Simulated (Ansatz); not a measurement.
Worked example: correlation energy of H₂Al–CH₃⁺, doublet

Geometry: that of the H2Al–CH3, triplet, kept fixed.

```xyz
7

Al   -0.0756    0.0440    0.7806
C     0.0338   -0.0741   -1.4575
H     0.7854    1.3182    0.1705
H     0.7928   -1.1841    1.3321
H    -0.4616   -1.0447   -1.3779
H    -0.5650    0.7250   -1.8764
H     1.0678   -0.1093   -1.7772
```

Basis cc-pVDZ; Ansatz 0.2.0. Correlated methods freeze the noble-gas cores, which leaves 11 electrons in 51 orbitals. Prefix R: restricted or restricted open-shell reference; prefix U: unrestricted.

Full CI isn't at hand for all of this; UCCSDT(Q) serves as the reference, and is uncertain by about the last step of the cluster series.

Runs differ by some tens of microhartree through their thresholds and, for an open shell, their frozen cores, so steps under 0.03 kcal/mol mean nothing.

```
    level  total energy (hartree)
      UHF             -282.317524
     UMP2             -282.508554
    UCCSD             -282.549976
 UCCSD(T)             -282.555297
   UCCSDT             -282.556429
UCCSDT(Q)             -282.556681
```

What is the correlation energy at UCCSDT(Q), and what share of it do UMP2 and UCCSD(T) recover?

E(corr) = -282.556681 − (-282.317524) = -0.239157 hartree = -6.508 eV. UMP2: -0.191030 / -0.239157 = 79.88 %. UCCSD(T): -0.237773 / -0.239157 = 99.42 %.

By how many kcal/mol does UCCSD(T) miss UCCSDT(Q) (1 hartree = 627.509 kcal/mol), and which steps make up the rest?

-282.555297 − (-282.556681) = 0.001384 hartree = 0.87 kcal/mol. Steps: UCCSDT − UCCSD(T) = -0.71, UCCSDT(Q) − UCCSDT = -0.16 kcal/mol. Differences between like states or geometries often cancel part of this.
